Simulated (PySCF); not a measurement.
C2H7OP.
Structure used (PBE0-D3(BJ)/def2-SVP), in Å, numbered top down from 1:
```
atom  x, y, z in Å
C1    -1.409   -0.080    0.501
P2     0.107    0.804    0.038
C3     1.335   -0.485   -0.311
O4     0.551    1.843    1.013
H5    -1.711   -0.808   -0.265
H6    -2.212    0.657    0.647
H7    -1.238   -0.596    1.458
H8    -0.212    1.279   -1.274
H9     2.251   -0.003   -0.680
H10    1.574   -1.007    0.628
H11    0.973   -1.209   -1.056
```

Method used: TDDFT CAM-B3LYP/def2-SVPD, vertical, gas phase, core orbitals frozen in the response (PySCF).

Transition dipole moments from the ground state, in atomic units and in the frame of the coordinates above (overall signs are arbitrary), for the states with f of 0.002 or more among the lowest 7:

```csv
state,E (hartree),μx,μy,μz
S1,0.2692,-0.404,0.062,0.121
S2,0.2716,0.067,0.229,0.092
S3,0.2825,0.148,-0.020,-0.043
S4,0.2877,-0.113,0.075,-0.438
S5,0.2919,-0.387,0.060,0.109
S6,0.2981,-0.081,-0.315,-0.112
S7,0.3006,0.275,-0.043,-0.079
```

Problem. Work out the oscillator strengths.

Solution. f = (2/3) ΔE |μ|² with ΔE in hartree (27.2114 eV).

| state | \|μ\|² (au) | \|μ\| (D) | f |
| --- | --- | --- | --- |
| S1 | 0.181 | 1.08 | 0.033 |
| S2 | 0.065 | 0.65 | 0.012 |
| S3 | 0.024 | 0.39 | 0.005 |
| S4 | 0.210 | 1.16 | 0.040 |
| S5 | 0.165 | 1.03 | 0.032 |
| S6 | 0.118 | 0.87 | 0.023 |
| S7 | 0.084 | 0.73 | 0.017 |

Problem. Label these states by symmetry in Cs.

Solution. The ground state is totally symmetric, so the direction of μ fixes the label. Polarised normal to the mirror plane, so A″: S1, S3, S5 and S7. Polarised in the mirror plane, so A′: S2, S4 and S6.

Problem. What angle do the transition dipoles of S1 and S2 make?

Solution. |cos θ| = |μa·μb| / (|μa| |μb|) = 0.01, so θ ≈ 89° (taken between 0 and 90°, since the signs are arbitrary).

Problem. How is the summed strength of these states shared among x, y and z?

Solution. (2/3) Σ ΔE μα² gives 0.082 for x, 0.032 for y and 0.047 for z, 0.162 in all.

All these states lie below the vertical ionisation energy of 10.05 eV (ΔSCF).

On one thread of an Arm Neoverse N1, shared host, this took 58 s wall (with the writing of density and orbital grids) and 0.72 GiB of memory at its peak.
